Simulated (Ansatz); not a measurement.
# H3NO (hydroxylamine) at PBE0/def2-TZVPP

Aim: the vertical ionisation energy of H3NO (hydroxylamine) at PBE0/def2-TZVPP, from 2 runs. 

Program for the calculation: Ansatz 0.2.0.

54 further runs of the same task are left out: 54 set aside as unsound or not needed.

**1. Starting point**

H3NO: 5 atoms, total charge 0, spin state singlet. SMILES: `NO`. Geometry: relaxed at PBE0-D4/def2-TZVP. This is one conformer, not always the lowest.

Bond lengths: N1–O2 1.422 Å, N1–H3 1.016 Å, N1–H4 1.016 Å, O2–H5 0.960 Å. Angles: N1–O2–H5 102.8°, O2–N1–H3 104.5°, O2–N1–H4 104.5°, H3–N1–H4 106.0°.

**2. The energy at PBE0/def2-TZVPP**

Input file molecule.yaml:

```yaml
basis:
  gaussian:
    orbitals: def2-TZVPP
crystal:
  periodic: [false, false, false]
  atoms:
    - {symbol: N, position_ang: [-0.165120, -0.361290, -0.321170]}
    - {symbol: O, position_ang: [0.364460, 0.666040, 0.508060]}
    - {symbol: H, position_ang: [-0.162690, -1.190020, 0.266770]}
    - {symbol: H, position_ang: [-1.141650, -0.109840, -0.446210]}
    - {symbol: H, position_ang: [1.105010, 0.995100, -0.007440]}
hamiltonian:
  xc: {name: PBE0}
accuracy: high
output: {orbitals: {seedname: orbitals}}
```

Launch:

```sh
$ ansatz run molecule.yaml --threads 1 --pin off --max-ram 3480MiB --events-out events.jsonl --progress --plain --runs-dir runs
```

Log:

```text
Warning: RAYON_NUM_THREADS=1 ignored (pool sized by the plan → 1); use --threads N
Functional definition: PBE0
  name "PBE0"
  parameter a = 0.25
  parameter kappa = 0.804
  parameter beta = 0.06672455060314922
  exchange = (1 - a)*pbe_x(kappa = kappa, mu = beta*pi^2/3) + a*exact_x
  correlation = pbe_c(beta = beta)
1821 factors; integrals over basis functions are off by at most 3.5e-9 eV
mean field evaluation 1: about -3578.3222 eV, gradient 4.5e1 eV
mean field evaluation 2: about -3576.4144 eV, gradient 5.5e1 eV
mean field evaluation 4: about -3581.9073 eV, gradient 2.0e0 eV
mean field evaluation 8: about -3581.9110 eV, gradient 2.6e-2 eV
mean field evaluation 16: about -3581.9110 eV, gradient 1.2e-7 eV
mean field -3581.91102839 eV, -131.6328023867 hartree, gradient 2.2e-8 eV, S^2 0.000000; 0 other end points of the search recorded, 0 dependent functions left out
reference -3581.91103040 eV, -131.6328024605 hartree; 9, 9 occupied and 95, 95 virtual orbitals, 1821 factors
Total energy: -3581.91103040 eV, -131.6328024605 hartree
```

Run time: 3.6 s. Hardware: 1 thread of Arm Neoverse V2, shared host; peak memory 0.24 GiB.

**3. The doublet cation, same level**

Input file molecule.yaml:

```yaml
crystal:
  periodic: [false, false, false]
  atoms:
    - {symbol: "N", position_ang: [-0.165120, -0.361290, -0.321170]}
    - {symbol: O, position_ang: [0.364460, 0.666040, 0.508060]}
    - {symbol: H, position_ang: [-0.162690, -1.190020, 0.266770]}
    - {symbol: H, position_ang: [-1.141650, -0.109840, -0.446210]}
    - {symbol: H, position_ang: [1.105010, 0.995100, -0.007440]}
basis:
  gaussian: {orbitals: def2-TZVPP}
total_charge: 1
magnetization: {spin_polarized: true, initial_magnetization: 1}
hamiltonian: {xc: pbe0}
accuracy: high
output: {orbitals: {seedname: orbitals}}
```

Launch:

```sh
$ ansatz run molecule.yaml --threads 1 --pin off --max-ram 3480MiB --events-out events.jsonl --progress --plain --runs-dir runs
```

Log:

```text
Warning: RAYON_NUM_THREADS=1 ignored (pool sized by the plan → 1); use --threads N
[... 7 set-up lines as earlier in the session ...]
1821 factors; integrals over basis functions are off by at most 3.5e-9 eV
mean field evaluation 1: about -3563.7524 eV, gradient 4.9e1 eV
mean field evaluation 2: about -3548.5377 eV, gradient 7.5e1 eV
mean field evaluation 4: about -3571.2819 eV, gradient 6.1e0 eV
mean field evaluation 8: about -3571.4613 eV, gradient 1.2e-1 eV
mean field evaluation 16: about -3571.4618 eV, gradient 9.4e-4 eV
mean field evaluation 32: about -3571.3610 eV, gradient 5.2e0 eV
mean field -3571.46176999 eV, -131.2487992233 hartree, gradient 1.9e-8 eV, S^2 0.754600; 2 other end points of the search recorded, 0 dependent functions left out
reference -3571.46177172 eV, -131.2487992871 hartree; 9, 8 occupied and 95, 96 virtual orbitals, 1821 factors
Total energy: -3571.46177172 eV, -131.2487992871 hartree
```

Run time: 6.6 s. Hardware: 1 thread of Arm Neoverse V2, shared host; peak memory 0.3 GiB.

**4. Results**

Level: PBE0/def2-TZVPP.

```
                                          quantity          value
                        singlet H3NO: total energy  -131.63280 Eh
                         singlet H3NO: HOMO energy       -7.45 eV
                         singlet H3NO: LUMO energy        1.19 eV
                       singlet H3NO: HOMO–LUMO gap        8.64 eV
                      doublet cation: total energy  -131.24880 Eh
doublet cation: HOMO energy (highest over α and β)      -17.30 eV
 doublet cation: LUMO energy (lowest over α and β)      -13.38 eV
                              doublet cation: ⟨S²⟩          0.755
vertical ionisation energy (to the doublet cation)      10.449 eV
```

In words: Removing an electron at fixed nuclei costs 10.45 eV (241 kcal/mol). The negative HOMO energy of the first species, 7.45 eV, lies 3.00 eV below that difference.
